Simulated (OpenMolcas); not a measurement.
**BH3Cl− (SMILES [H][B-]([H])([H])Cl) at ACPF/MINI**

What is the energy difference between two shapes of BH3Cl− at ACPF/MINI? 

Program for the calculation: OpenMolcas 26.06.

6 further runs of the same task are left out: 1 that didn't finish, 5 set aside as unsound or not needed.

## 1. The system as given

BH3Cl− has 5 atoms, charge -1, and is taken as a singlet. As SMILES, `[H][B-]([H])([H])Cl`. The shape is that of a GFN2-xTB optimisation.

Bond lengths: B1–Cl2 1.875 Å, B1–H3 1.207 Å, B1–H4 1.208 Å, B1–H5 1.207 Å. Angles: Cl2–B1–H3 106.7°, Cl2–B1–H4 106.7°, Cl2–B1–H5 106.7°, H3–B1–H4 112.1°, H3–B1–H5 112.2°, H4–B1–H5 112.1°.

## 2. The energy at ACPF/MINI

Contents of coord.xyz:

```xyz
5

B     -0.001280     0.001630    -0.167010
Cl     0.013600    -0.021140     1.707330
H      1.152300     0.011380    -0.522240
H     -0.586640     1.005700    -0.497000
H     -0.577980    -0.997580    -0.521080
```

Contents of run.inp:

```
* BClH3 ACPF

&GATEWAY
 BasLib=$CurrDir
 Coord=coord.xyz
 Basis=MINI
 Group=NoSym

&SEWARD

&SCF
 Charge=-1
 PrOrbitals=1 1

&MOTRA
 Frozen=6

&GUGA
 Electrons=14
 Spin=1
 Inactive=7
 Active=0
 CIAll=1

&CPF
 ACPF
```

The basis set MINI is read from a file made from the Basis Set Exchange's data (not shown).

On the command line:

```bash
export MOLCAS_MEM=1860
pymolcas run.inp > run.log
```

Output:

```text
--- Start Module: gateway ---
[...]
--- Stop Module: gateway /rc=_RC_ALL_IS_WELL_ ---
[...]
      Basis functions           17
[...]
       Convergence after   9 Iterations
[...]
::    Total SCF energy                               -483.5166762304
[...]
      Total spin, S                                     0.0000000000
[...]
      *** WARNING: Default frozen orbitals is overwritten by user input.
      *** Default values:   6
[...]
--- Start Module: guga ---
[...]
--- Stop Module: guga /rc=_RC_ALL_IS_WELL_ ---
--- Start Module: cpf ---
[...]
      Active orbitals                            0       0
[...]
      Spin quantum number                      0.0
[...]
     FINAL ACPF ENERGY        -483.56777904
     FINAL CORRELATION ENERGY   -0.05110281  REFERENCE ENERGY    -483.51667623
[...]
      Title:  ACPF natural orbitals
[...]
      Total electronic charge=   26.000000
      Total            charge=   -1.000000
[...]
      Dipole Moment (debye):
      Origin of the operator (angstrom)=    0.0092   -0.0143    1.1492
                   X=  3.1046E-02               Y= -4.8387E-02               Z=  3.9016E+00           Total=  3.9020E+00
      Quadrupole Moment (debye*angstrom):
[...]
--- Stop Module: cpf /rc=_RC_ALL_IS_WELL_ ---
[...]
```

Wall time 1.5 s (1 thread of Arm Neoverse V2, shared host); peak memory 0.37 GiB.

## 3. The distorted shape, same level

Contents of coord.xyz:

```xyz
5

B      0.015898     0.011645    -0.166663
Cl     0.087426    -0.003695     1.683023
H      1.125241     0.047412    -0.500359
H     -0.470791     1.057141    -0.431567
H     -0.584487    -0.941383    -0.512114
```

Edit run.inp of step 2 so:

```diff
@@ -1,2 +1,3 @@
 * BClH3 ACPF
+>>> EXPORT MOLCAS_PRINT=2
```

The basis set MINI is read from a file made from the Basis Set Exchange's data (not shown).

On the command line:

```bash
export MOLCAS_MEM=1860
pymolcas run.inp > run.log
```

Output:

```text
--- Start Module: gateway ---
[...]
--- Stop Module: gateway /rc=_RC_ALL_IS_WELL_ ---
[...]
      Basis functions           17
[...]
       Convergence after   9 Iterations
[...]
::    Total SCF energy                               -483.4980148613
[...]
      Total spin, S                                     0.0000000000
[...]
      *** WARNING: Default frozen orbitals is overwritten by user input.
      *** Default values:   6
[...]
--- Start Module: guga ---
[...]
--- Stop Module: guga /rc=_RC_ALL_IS_WELL_ ---
--- Start Module: cpf ---
[...]
      Active orbitals                            0       0
[...]
      Spin quantum number                      0.0
[...]
     FINAL ACPF ENERGY        -483.54712799
     FINAL CORRELATION ENERGY   -0.04911312  REFERENCE ENERGY    -483.49801486
[...]
      Title:  ACPF natural orbitals
[...]
      Total electronic charge=   26.000000
      Total            charge=   -1.000000
[...]
      Dipole Moment (debye):
      Origin of the operator (angstrom)=    0.0674    0.0033    1.1339
                   X=  1.1396E-01               Y= -9.4005E-02               Z=  3.8311E+00           Total=  3.8340E+00
      Quadrupole Moment (debye*angstrom):
[...]
--- Stop Module: cpf /rc=_RC_ALL_IS_WELL_ ---
[...]
```

Wall time 1.5 s (1 thread of Arm Neoverse V2, shared host); peak memory 0.37 GiB.

## 4. What came out

Level: ACPF/MINI, 6 core orbitals frozen.

| quantity | value |
| --- | --- |
| first shape: total energy | -483.56778 Eh |
| first shape: HOMO energy (Hartree–Fock orbitals) | -5.08 eV |
| first shape: LUMO energy (Hartree–Fock orbitals) | 14.10 eV |
| first shape: HOMO–LUMO gap (to an unbound level, set by the basis) | 19.18 eV |
| first shape: correlation energy (6 core orbitals frozen) | -51.1 mEh |
| distorted shape: total energy | -483.54713 Eh |
| distorted shape: HOMO energy (Hartree–Fock orbitals) | -4.98 eV |
| distorted shape: LUMO energy (Hartree–Fock orbitals) | 14.28 eV |
| distorted shape: HOMO–LUMO gap (to an unbound level, set by the basis) | 19.26 eV |
| distorted shape: correlation energy (6 core orbitals frozen) | -49.1 mEh |
| energy change with the atoms displaced | 0.562 eV |

In words: With the atoms displaced the energy rises by 0.56 eV (54.2 kJ/mol). The first shape isn't relaxed at this level, so the change isn't measured from a minimum. The minimal basis adds a large error of its own.
